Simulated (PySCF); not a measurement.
Compound: C5H12N (charge +1).
SMILES with atom numbers: `[CH3:1][CH2:2][NH+:3]1[CH2:4][CH2:5][CH2:6]1` (hydrogens: H7, H8, H9 on C1; H10, H11 on C2; H12 on N3; H13, H14 on C4; H15, H16 on C5; H17, H18 on C6)

Geometry (GFN2-xTB, Å), atoms numbered from 1 in this order:
```
atom  x, y, z in Å
C1     2.226   -0.666    0.243
C2     1.141   -0.043   -0.618
N3     0.010    0.421    0.212
C4    -0.900   -0.603    0.812
C5    -2.123    0.198    0.353
C6    -1.157    1.055   -0.472
H7     1.858   -1.536    0.780
H8     2.622    0.051    0.959
H9     3.048   -0.988   -0.390
H10    0.757   -0.768   -1.339
H11    1.533    0.818   -1.164
H12    0.390    1.033    0.939
H13   -0.789   -1.561    0.304
H14   -0.770   -0.741    1.883
H15   -2.618    0.742    1.153
H16   -2.868   -0.353   -0.212
H17   -1.213    2.134   -0.345
H18   -1.155    0.814   -1.534
```

A PySCF run (density fitting, gas phase, GFN2-xTB geometry) gave HOMO -17.01 eV, LUMO -2.10 eV and E = -252.019 Eh.

Question: Which of these levels was it?
A. LDA/def2-SVP
B. PBE/pcSseg-1
C. PW91/def2-TZVP
D. wB97X/def2-SVPD

Answer: D. It is wB97X/def2-SVPD. All candidates on this geometry:

```json
{"level and settings": "PW91/def2-TZVP", "kind": "GGA", "basis functions": "258", "SCF cycles": "14", "E (Eh)": "-252.2175", "HOMO (eV)": "-13.12", "LUMO (eV)": "-5.20"}
{"level and settings": "LDA/def2-SVP, level shift 0.2 Eh", "kind": "LDA", "basis functions": "144", "SCF cycles": "10", "E (Eh)": "-249.7477", "HOMO (eV)": "-13.00", "LUMO (eV)": "-4.98"}
{"level and settings": "PBE/pcSseg-1", "kind": "GGA", "basis functions": "162", "SCF cycles": "13", "E (Eh)": "-251.8643", "HOMO (eV)": "-13.11", "LUMO (eV)": "-5.01"}
{"level and settings": "wB97X/def2-SVPD, grid level 4, level shift 0.1 Eh", "kind": "range-separated hybrid", "basis functions": "216", "SCF cycles": "10", "E (Eh)": "-252.0186", "HOMO (eV)": "-17.01", "LUMO (eV)": "-2.10"}
```

The nearest other candidate, by the summed differences of HOMO and LUMO, is PBE/pcSseg-1: its HOMO differs by +3.90 eV and its LUMO by -2.91 eV. Cycle counts include a coarse-grid stage where the run had one.
